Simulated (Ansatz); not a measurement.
## Worked example: correlation energy of SiH2, singlet

Geometry: MP2(full)/6-31G*, from the G2/97 set.

```xyz
3

Si    0.0000    0.0000    0.0703
H     0.0000    1.0969   -0.9798
H     0.0000   -1.0969   -0.9798
```

Basis cc-pV(T+d)Z; Ansatz 0.2.0. Correlated methods freeze the noble-gas cores, which leaves 6 electrons in 62 orbitals. Prefix R: restricted or restricted open-shell reference.

Full CI is exact within this basis and frozen core; it isn't the basis-set limit.

Runs differ by some tens of microhartree through their thresholds, so steps under 0.03 kcal/mol mean nothing.

```tsv
level	total energy (hartree)
RHF	-290.031850
RMP2	-290.141077
RCCSD	-290.168592
RCCSD(T)	-290.172292
RCCSDT	-290.173069
RCCSDT(Q)	-290.173214
RCCSDTQ	-290.173239
full CI	-290.173240
```

Task: What is the correlation energy at full CI, and what share of it do RMP2 and RCCSDT recover?

Result: E(corr) = -290.173240 − (-290.031850) = -0.141390 hartree = -3.847 eV. RMP2: -0.109227 / -0.141390 = 77.25 %. RCCSDT: -0.141219 / -0.141390 = 99.88 %.

Task: By how many kcal/mol does RCCSD(T) miss full CI (1 hartree = 627.509 kcal/mol), and which steps make up the rest?

Result: -290.172292 − (-290.173240) = 0.000948 hartree = 0.59 kcal/mol. Steps: RCCSDT − RCCSD(T) = -0.49, RCCSDT(Q) − RCCSDT = -0.09, RCCSDTQ − RCCSDT(Q) = -0.02, full CI − RCCSDTQ = 0.00 kcal/mol. That is within 1 kcal/mol of the reference in this basis, which itself misses far more of the correlation at the basis-set limit.
